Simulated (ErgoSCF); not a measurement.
# BH2SO (SMILES O[B]S): levels of theory compared

Aim: a comparison of 3 runs (UHF/STO-3G, UHF/def2-SVP, UPBE0/def2-SVP) of BH2SO. 

The calculation is run with ErgoSCF 3.8.

## 1. The system as given

The species is BH2SO (5 atoms), meant as a doublet with charge 0. As SMILES, `O[B]S`. The shape is that of a PBE0-D4/def2-TZVP optimisation. This is a higher conformer, about 7 kJ/mol above the lowest found by a separate search.

Bond lengths: O1–B2 1.334 Å, B2–S3 1.785 Å, O1–H4 0.966 Å, S3–H5 1.356 Å. Angles: O1–B2–S3 132.0°, B2–O1–H4 116.7°, B2–S3–H5 99.8°.

## 2. A single-point energy at UHF/STO-3G (run 1)

The input, molecule.xyz:

```xyz
5

O     -1.294700    -0.054700    -0.435600
B     -0.454300     0.825600     0.109700
S      1.253800     0.694200     0.611100
H     -0.947100    -0.940000    -0.604700
H      1.492100    -0.598600     0.278200
```

The input, input.ego:

```
set_nthreads("env")
molecule "molecule.xyz"
scf.max_number_of_iterations = 120
tmpdir = "."
spin_polarization = 1
basis = "STO-3G"
charge = 0
scf.use_diagonalization = 1
scf.output_mulliken_pop = 1
run "HF"
```

The basis set STO-3G is read from a file made from the Basis Set Exchange's data (not shown).

Command:

```
$ ergo input.ego
```

What it wrote:

```text
[...]
INSC SCF_general constructor, number of basis functions: 21
[...]
INSC Energy   1 =       -430.78555540890
[...]
INDE E_LUMO =          0.31094169984
[...]
INSC Energy  20 =       -492.54251397052  ( diff     -0.000000000001933 )
[...]
RESC CONVERGED after  20 iterations.
RESC FINAL ENERGY:       -492.54251397052
RESC FINAL <S2> =          0.75724539178
[...]
INSC SCF: dipole_moment_x [atomic units] =       0.10521888
INSC SCF: dipole_moment_y [atomic units] =      -0.69319579
INSC SCF: dipole_moment_z [atomic units] =      -0.18551731
[...]
```

Run time: 2.3 s. Hardware: 1 thread of Intel Xeon Platinum 8488C (Sapphire Rapids), shared host; peak memory 0.27 GiB.

## 3. A single-point energy at UHF/def2-SVP (run 2)

The input, ergo.in:

```
set_nthreads("env")
scf.output_mulliken_pop = 1
scf.max_number_of_iterations = 120
spin_polarization = 1
tmpdir = "."
scf.use_diagonalization = 1
basis = "def2-SVP"
molecule_inline Angstrom
O     -1.294700    -0.054700    -0.435600
B     -0.454300     0.825600     0.109700
S      1.253800     0.694200     0.611100
H     -0.947100    -0.940000    -0.604700
H      1.492100    -0.598600     0.278200
EOF
run "HF"
```

The basis set def2-SVP is read from a file made from the Basis Set Exchange's data (not shown).

Command:

```
$ ergo ergo.in
```

What it wrote:

```text
[...]
INSC SCF_general constructor, number of basis functions: 56
[...]
INSC Energy   1 =       -222.63686932945
[...]
INDE E_LUMO =          0.09210623989
[...]
INSC Energy  21 =       -498.05684845159  ( diff     -0.000000000014325 )
[...]
RESC CONVERGED after  21 iterations.
RESC FINAL ENERGY:       -498.05684845159
RESC FINAL <S2> =          0.75524773425
[...]
INSC SCF: dipole_moment_x [atomic units] =       0.23892650
INSC SCF: dipole_moment_y [atomic units] =      -1.03835635
INSC SCF: dipole_moment_z [atomic units] =      -0.25208357
[...]
```

Run time: 18 s. Hardware: 1 thread of Intel Xeon Platinum 8488C (Sapphire Rapids), shared host; peak memory 0.27 GiB.

## 4. The energy at UPBE0/def2-SVP (run 3)

The input, geom.xyz:

```xyz
5

O     -1.294700    -0.054700    -0.435600
B     -0.454300     0.825600     0.109700
S      1.253800     0.694200     0.611100
H     -0.947100    -0.940000    -0.604700
H      1.492100    -0.598600     0.278200
```

The input, run.inp:

```
set_nthreads(1)
molecule "geom.xyz"
tmpdir = "."
XC.angint = 41
basis = "def2-SVP"
scf.max_number_of_iterations = 120
spin_polarization = 1
XC.radint = 1e-11
XC.sparse_mode = 0
scf.output_mulliken_pop = 1
scf.use_diagonalization = 1
run "PBE0"
```

The basis set def2-SVP is read from a file made from the Basis Set Exchange's data (not shown).

Command:

```
$ ergo run.inp
```

What it wrote:

```text
[...]
INDF Weighted mixed functional:
[...]
INSC Energy   1 =       -229.43053698374
[...]
INDE E_LUMO =         -0.04892688164
[...]
INSC Energy  19 =       -499.01492671175  ( diff     -0.000000000001251 )
[...]
RESC CONVERGED after  19 iterations.
RESC FINAL ENERGY:       -499.01492671175
RESC FINAL <S2> =          0.75323423820
[...]
INSC SCF: dipole_moment_x [atomic units] =       0.23106066
INSC SCF: dipole_moment_y [atomic units] =      -1.08320891
INSC SCF: dipole_moment_z [atomic units] =      -0.26876600
[...]
```

Wall time 22 s (1 thread of Intel Xeon Platinum 8488C (Sapphire Rapids), shared host); peak memory 0.27 GiB.

## 5. Overview of the runs

| run | level | integration grid | radint | energy (Eh) | dipole moment (D) | ⟨S²⟩ | wall time |
| --- | --- | --- | --- | --- | --- | --- | --- |
| 1 | UHF/STO-3G | – | – | -492.542514 | 1.84 | 0.757 | 2.3 s |
| 2 | UHF/def2-SVP | – | – | -498.056848 | 2.78 | 0.755 | 18 s |
| 3 | UPBE0/def2-SVP | Turbo | 1e-11 | -499.014927 | 2.90 | 0.753 | 22 s |

## 6. Outcome

| quantity | value |
| --- | --- |
| run 3: total energy | -499.01493 Eh |
| run 3: dipole moment | 2.90 D |
| run 3: ⟨S²⟩ | 0.753 |

**Reading.** The dipole moment (its size) runs from 1.84 D (UHF/STO-3G) to 2.90 D (UPBE0/def2-SVP). The two ends differ in method and basis. In run 1 the basis is minimal, so the values are rough. All runs together took 42 s, the longest 22 s.
